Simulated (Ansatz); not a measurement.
System (SMILES): [O]N=O, doublet.
Atoms: N1, O2, O3. Bonds: N1-O2, N1-O3.

Basis-set convergence of the optimised N1-O2 bond length at HF with Ansatz (a program for electronic structure). Cartesian d functions, on some or all atoms, in 6-31+G*; all else is spherical. The program fits the integrals of some runs and decomposes those of others, by size. Open shells are unrestricted. No added dispersion term, no relativity. Reference: the value in def2-QZVPPD, 1.1534 Å, itself unsure by roughly 0.0002 Å (its mean distance from pcseg-3, def2-QZVPP, cc-pVQZ). Deviations are taken from unrounded values.

```tsv
basis	functions	optimised N1-O2 bond length (Å)	minus reference (Å)
cc-pVDZ	42	1.1587	0.0053
def2-SVP	42	1.1537	0.0003
pcseg-1	42	1.1586	0.0051
6-311G**	54	1.1561	0.0027
6-31+G*	57	1.1638	0.0104
6-311+G**	66	1.1559	0.0025
def2-SVPD	66	1.1549	0.0015
aug-cc-pVDZ	69	1.1607	0.0072
6-311++G(2d,2p)	81	1.1565	0.0031
cc-pVTZ	90	1.1550	0.0016
pcseg-2	90	1.1546	0.0012
def2-TZVPP	93	1.1539	0.0005
jun-cc-pV(T+d)Z	117	1.1547	0.0013
aug-cc-pVTZ	138	1.1547	0.0013
aug-pcseg-2	138	1.1546	0.0011
cc-pVQZ	165	1.1536	0.0002
def2-QZVPP	171	1.1535	0.0001
def2-QZVPPD	195	1.1534	0.0000
```
